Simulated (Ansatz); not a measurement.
Energy needed to pull apart CH₂FSi (SMILES C=[Si]F), doublet, into free ground-state atoms, from the structure below (displaced at random from a GFN2-xTB minimum); no zero-point or spin–orbit terms; open-shell atoms are treated unrestricted, in their ground-state multiplicity.

```
5
angstrom
C -0.1993 0.5552 -0.3478
Si 0.1995 -0.4250 1.0831
F 1.2837 -1.5709 0.6749
H -0.7830 1.4426 -0.2148
H -0.4965 0.0072 -1.2164
```

Ansatz 0.2.0; basis: def2-TZVPP; cores frozen in the correlated methods; orbitals are unrestricted.

```csv
method,atomization energy (kcal/mol)
PBE-D4,433.2
r2SCAN-D4,?
B97M-V,425.9
PBE0-D4,421.2
wB97X-V,421.3
wB97M-V,423.0
HF,?
MP2,411.5
CCSD,401.2
CCSD(T),408.0
```

What does HF give? (An estimate is asked for; the value comes from the calculation.)

By the calculation: 311.9 kcal/mol, which is about 96.1 kcal/mol less than CCSD(T)/def2-TZVPP.

What does r2SCAN-D4 give? (Judge from chemistry; the value comes from the calculation.)

Computed: 425.9 kcal/mol, which is about 17.9 kcal/mol more than CCSD(T)/def2-TZVPP.

In triple zeta the MP2 and coupled-cluster atomization energies are still short of their basis limit by a few kcal/mol a bond, whereas those of the functionals are nearly converged, so these differences are not deviations from converged CCSD(T).

The T1 diagnostic stays at or below 0.046. ⟨S²⟩ of the unrestricted Hartree–Fock references: 1.08 (a pure state has 0.75). The T1 diagnostic is large here, which may signal multireference character or strong orbital relaxation, so CCSD(T) is less sure. The unrestricted reference is spin-contaminated, which hurts MP2 most.

For scale, one of the runs: CCSD(T)/def2-TZVPP forces, 132 basis functions (an equivalent command: `ansatz run in.yaml --threads 4`). Hardware: 4 CPU threads, shared host. Wall time 100 s; peak host memory 2.7 GiB.
